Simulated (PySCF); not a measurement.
Unrelated species, one level of theory. Method: TDDFT wB97X-D/def2-SVPD, vertical, gas phase, core orbitals frozen in the response in PySCF 2.14.0, density-fitted response routines. Geometries: PBE0-D3(BJ)/def2-SVP; one conformer of each isolated species. Triplets are in the Tamm–Dancoff approximation. Relativistic effects are left out although some hold elements past zinc.

**Question.** Rank by computed lowest triplet energy, lowest first.
A. `[GeH3][NH][GeH2][CH]1CC1` (C3H11Ge2N)
B. `[H]B([H])([H])<-[AsH3]` (AsBH6)
C. `[SiH3]N([SiH3])c1cccs1` (C4H9NSSi2)
D. `C1(NC=C2C(=O)NC=C12)=O` (C6H4N2O2)
E. `[SiH3][GeH3]` (GeH6Si)
F. `BrBr` (Br2)

**Answer.** D (1.75 eV), F (2.09 eV), C (3.51 eV), A (5.58 eV), E (6.82 eV), B (7.27 eV).

```json
{"SMILES": "O=C1NC=C2C(=O)NC=C12", "T1 (eV)": "1.75", "LUMO (eV)": "-0.95", "α (au)": "95.2", "gap (eV)": "7.05", "f (S1)": "0.256", "S1 mainly": "H→L (97%)"}
{"SMILES": "BrBr", "T1 (eV)": "2.09", "LUMO (eV)": "-2.11", "α (au)": "44.9", "gap (eV)": "8.00", "f (S1)": "0.001", "S1 mainly": "H-1/H→L (≥93%)"}
{"SMILES": "[SiH3]N([SiH3])c1cccs1", "T1 (eV)": "3.51", "LUMO (eV)": "1.39", "α (au)": "124.8", "gap (eV)": "9.10", "f (S1)": "0.008", "S1 mainly": "H→L+1 (60%)"}
{"SMILES": "[GeH3][NH][GeH2][CH]1CC1", "T1 (eV)": "5.58", "LUMO (eV)": "1.72", "α (au)": "103.1", "gap (eV)": "10.42", "f (S1)": "0.012", "S1 mainly": "H→L (87%)"}
{"SMILES": "[H][Si]([H])([H])[GeH3]", "T1 (eV)": "6.82", "LUMO (eV)": "1.57", "α (au)": "65.5", "gap (eV)": "11.66", "f (S1)": "0.140", "S1 mainly": "H→L (84%)"}
{"SMILES": "[H]B([H])([H])<-[AsH3]", "T1 (eV)": "7.27", "LUMO (eV)": "1.51", "α (au)": "52.8", "gap (eV)": "12.02", "f (S1)": "0.060", "S1 mainly": "H-2→L (84%)"}
```

H and L stand for HOMO and LUMO. A slash joins orbitals within 0.01 eV of each other, whose weights are summed (≥ marks a lower bound).

- `O=C1NC=C2C(=O)NC=C12`: Löwdin shares by element: HOMO carbon 27% or more, oxygen 24% (atoms not listed hold the other 49%); LUMO carbon 39% or more, oxygen 19% (atoms not listed hold the other 43%).
- `[SiH3]N([SiH3])c1cccs1`: Löwdin shares by element: HOMO carbon 52% or more, nitrogen 22% (atoms not listed hold the other 26%); LUMO carbon 45% or more, sulfur 20% (atoms not listed hold the other 36%).
- `[GeH3][NH][GeH2][CH]1CC1`: Löwdin shares by element: HOMO nitrogen 53%, germanium 18%, carbon 8% or more (atoms not listed hold the other 22%); LUMO germanium 48%, hydrogen 10% or more, nitrogen 8% (atoms not listed hold the other 34%).
- `[H][Si]([H])([H])[GeH3]`: Löwdin shares by element: HOMO germanium 36%, silicon 34%, hydrogen 10% or more (atoms not listed hold the other 19%); LUMO germanium 46%, hydrogen 17% or more, silicon 16% (atoms not listed hold the other 21%).
- `[H]B([H])([H])<-[AsH3]`: Löwdin shares by element: HOMO (one of a set within 0.03 eV) boron 42%, hydrogen 41% or more, arsenic 8%; LUMO hydrogen 43% or more, arsenic 38% (atoms not listed hold the other 19%).
